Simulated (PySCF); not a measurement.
**Bond length, frequency and bond energy of N₂ by level of theory**

State: ¹Σg⁺ (singlet), closed shell. Set-up: N aug-cc-pVDZ; no relativity (PySCF 2.14). De refers to N + N in their high-spin ground configurations, without counterpoise correction.

| Level | Re (Å) | ωe (cm⁻¹) | De (eV) |
| --- | --- | --- | --- |
| RHF | 1.078 | 2736 | 4.78 |
| RHF-MP2 | 1.132 | 2157 | 9.37 |
| RHF-SCS-MP2 | 1.127 | 2211 | 9.34 |
| RHF-CCSD | 1.114 | 2392 | 8.43 |
| RHF-CCSD(T) | 1.121 | 2319 | 8.74 |
| PBE | 1.116 | 2348 | 10.31 |
| BLYP | 1.117 | 2324 | 10.14 |
| r²SCAN | 1.107 | 2425 | 9.27 |
| r²SCANh | 1.103 | 2466 | 9.04 |
| PBE0 | 1.102 | 2482 | 9.51 |
| M06-2X | 1.098 | 2529 | 9.64 |
| CAM-B3LYP | 1.100 | 2496 | 9.62 |

Task: Which functional lies closest to RHF-CCSD(T) in De, which farthest, and by how much do they differ from it?

Result: Closest is r²SCANh (-1.8 pm in Re, +6.3 % in ωe, +0.30 eV in De against RHF-CCSD(T) in the same basis), farthest PBE (-0.5 pm in Re, +1.3 % in ωe, +1.57 eV in De). CCSD(T) converges more slowly with the basis than the functionals do and binds too weakly in this one, so the order can change at the basis-set limit.

Task: What does the step from GGA to meta-GGA do here, going from PBE to r²SCAN?

Result: r²SCAN less PBE: -0.9 pm in Re, +3.3 % in ωe, -1.04 eV in De. 

Measured (Huber and Herzberg, Constants of Diatomic Molecules (1979)): Re = 1.097685 Å, ωe = 2358.57 cm⁻¹.

Correlated steps freeze 2 core orbitals. Correlated levels converge slowly with the basis: in double zeta they bind strong bonds too weakly, by up to about 1 eV, and carry superposition errors of some tenths. Where the molecule has an RHF reference, its open-shell atoms are computed with UHF.
